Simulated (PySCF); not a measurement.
Bond stretch in SMILES C(Cl)Cl. The C1–Cl5 bond (C1 also carries Cl, H, H; Cl5 carries nothing else) is pulled apart rigidly from the PBE0/def2-TZVP optimised geometry.

- RMP2 = MP2 on RHF/cc-pVDZ, 11 core orbitals frozen (PySCF)
- UKS-CAM-B3LYP = unrestricted CAM-B3LYP/cc-pVDZ (PySCF)
- UKS-B3LYP/6-31G* = unrestricted B3LYP/6-31G*, spherical d (PySCF)
- RKS-BHandHLYP = restricted BHandHLYP/cc-pVDZ (PySCF 2.14.0)
- UHF/cc-pVDZ (PySCF)

Energies are in mEh, each relative to the lowest point of its own curve near equilibrium.

```json
[
 {"R / Å": "1.40", "RMP2": "121.8", "UKS-CAM-B3LYP": "117.5", "UKS-B3LYP/6-31G*": "118.3", "RKS-BHandHLYP": "116.9", "UHF": "123.0"},
 {"R / Å": "1.48", "RMP2": "64.5", "UKS-CAM-B3LYP": "62.3", "UKS-B3LYP/6-31G*": "63.9", "RKS-BHandHLYP": "61.5", "UHF": "64.9"},
 {"R / Å": "1.60", "RMP2": "18.3", "UKS-CAM-B3LYP": "17.8", "UKS-B3LYP/6-31G*": "19.3", "RKS-BHandHLYP": "17.2", "UHF": "18.1"},
 {"R / Å": "1.67", "RMP2": "5.9", "UKS-CAM-B3LYP": "5.8", "UKS-B3LYP/6-31G*": "6.8", "RKS-BHandHLYP": "5.4", "UHF": "5.7"},
 {"R / Å": "1.71", "RMP2": "2.1", "UKS-CAM-B3LYP": "2.1", "UKS-B3LYP/6-31G*": "2.8", "RKS-BHandHLYP": "1.9", "UHF": "2.0"},
 {"R / Å": "1.76", "RMP2": "0.0", "UKS-CAM-B3LYP": "0.0", "UKS-B3LYP/6-31G*": "0.3", "RKS-BHandHLYP": "0.0", "UHF": "0.0"},
 {"R / Å": "1.82", "RMP2": "0.5", "UKS-CAM-B3LYP": "0.4", "UKS-B3LYP/6-31G*": "0.0", "RKS-BHandHLYP": "0.6", "UHF": "0.7"},
 {"R / Å": "1.88", "RMP2": "3.4", "UKS-CAM-B3LYP": "3.1", "UKS-B3LYP/6-31G*": "2.0", "RKS-BHandHLYP": "3.7", "UHF": "4.0"},
 {"R / Å": "1.92", "RMP2": "6.3", "UKS-CAM-B3LYP": "5.9", "UKS-B3LYP/6-31G*": "4.4", "RKS-BHandHLYP": "6.7", "UHF": "7.2"},
 {"R / Å": "2.07", "RMP2": "22.0", "UKS-CAM-B3LYP": "20.9", "UKS-B3LYP/6-31G*": "17.4", "RKS-BHandHLYP": "22.4", "UHF": "24.2"},
 {"R / Å": "2.16", "RMP2": "33.3", "UKS-CAM-B3LYP": "31.8", "UKS-B3LYP/6-31G*": "27.1", "RKS-BHandHLYP": "33.6", "UHF": "36.4"},
 {"R / Å": "2.37", "RMP2": "60.9", "UKS-CAM-B3LYP": "58.7", "UKS-B3LYP/6-31G*": "50.8", "RKS-BHandHLYP": "61.2", "UHF": "59.8"},
 {"R / Å": "2.61", "RMP2": "90.5", "UKS-CAM-B3LYP": "86.9", "UKS-B3LYP/6-31G*": "76.6", "RKS-BHandHLYP": "90.9", "UHF": "71.6"},
 {"R / Å": "2.94", "RMP2": "124.0", "UKS-CAM-B3LYP": "109.0", "UKS-B3LYP/6-31G*": "101.6", "RKS-BHandHLYP": "125.2", "UHF": "77.8"},
 {"R / Å": "3.15", "RMP2": "140.8", "UKS-CAM-B3LYP": "116.7", "UKS-B3LYP/6-31G*": "110.5", "RKS-BHandHLYP": "142.8", "UHF": "79.5"},
 {"R / Å": "3.53", "RMP2": "162.5", "UKS-CAM-B3LYP": "124.5", "UKS-B3LYP/6-31G*": "119.9", "RKS-BHandHLYP": "167.7", "UHF": "80.8"},
 {"R / Å": "3.84", "RMP2": "172.8", "UKS-CAM-B3LYP": "127.3", "UKS-B3LYP/6-31G*": "124.0", "RKS-BHandHLYP": "182.4", "UHF": "81.2"},
 {"R / Å": "4.32", "RMP2": "178.3", "UKS-CAM-B3LYP": "129.1", "UKS-B3LYP/6-31G*": "127.3", "RKS-BHandHLYP": "198.0", "UHF": "81.4"},
 {"R / Å": "4.80", "RMP2": "174.9", "UKS-CAM-B3LYP": "129.5", "UKS-B3LYP/6-31G*": "128.7", "RKS-BHandHLYP": "207.8", "UHF": "81.5"},
 {"R / Å": "5.33", "RMP2": "164.9", "UKS-CAM-B3LYP": "129.7", "UKS-B3LYP/6-31G*": "129.4", "RKS-BHandHLYP": "214.5", "UHF": "81.6"},
 {"R / Å": "6.21", "RMP2": "141.6", "UKS-CAM-B3LYP": "129.7", "UKS-B3LYP/6-31G*": "129.7", "RKS-BHandHLYP": "220.6", "UHF": "81.6"}
]
```

The RMP2 curve passes through a maximum at 4.32 Å and then falls by 36.7 mEh up to the last usable point.

The restricted form behind RMP2, RKS-BHandHLYP keeps the bonding electrons paired and can't separate into open-shell fragments. The T1 diagnostic of CCSD on the restricted reference of RMP2 exceeds 0.045 at 3.15 to 6.21 Å. The unrestricted determinant behind UKS-CAM-B3LYP is spin-contaminated at 2.61 to 6.21 Å (<S²> up to 1.0, against 0.00 for a pure singlet). The unrestricted determinant behind UKS-B3LYP/6-31G* is spin-contaminated at 2.94 to 6.21 Å (<S²> up to 1.0, against 0.00 for a pure singlet). At the longest distance RKS-BHandHLYP leaves fractional charges on the fragments, a sign of delocalisation error or of the restricted form. The unrestricted determinant behind UHF is spin-contaminated at 2.37 to 6.21 Å (<S²> up to 1.0, against 0.00 for a pure singlet).
